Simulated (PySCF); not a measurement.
# Working out the electron affinity of O

O⁻ [He] 2s2 2p5 (2P) → O [He] 2s2 2p4 (3P). Calculation: PySCF 2.14, in x2c-QZVPPall with one added diffuse shell each of s, p, d, f type (8s5p4d3f1g, 73 functions); the spin-free X2C one-electron Hamiltonian (Gaussian nucleus). Frozen: nothing. Energies in hartree (1 hartree = 27.21139 eV):

| part | O⁻ (lower) | O (upper) |
| --- | --- | --- |
| UHF | -74.849664 | -74.871103 |
| CCSD correlation | -0.262843 | -0.196673 |
| (T) | -0.009787 | -0.003958 |

Task: What does Hartree-Fock give?

Result: (-74.871103) − (-74.849664) = -0.021439 hartree = -0.583 eV.

Task: What do CCSD and CCSD(T) give?

Result: The CCSD correlation energies differ by 0.066170 hartree = 1.801 eV and the triples by 0.005829 hartree = 0.159 eV, so CCSD gives 1.218 eV and CCSD(T) 1.377 eV.

A first-order spin-orbit estimate adds -0.001 eV to CCSD(T) (valence and next inner shell), giving 1.376 eV against 1.461 eV (measured; photodetachment measurements, as compiled on the Wikipedia data page of electron affinities).

What remains against the reference includes basis incompleteness and higher excitations.
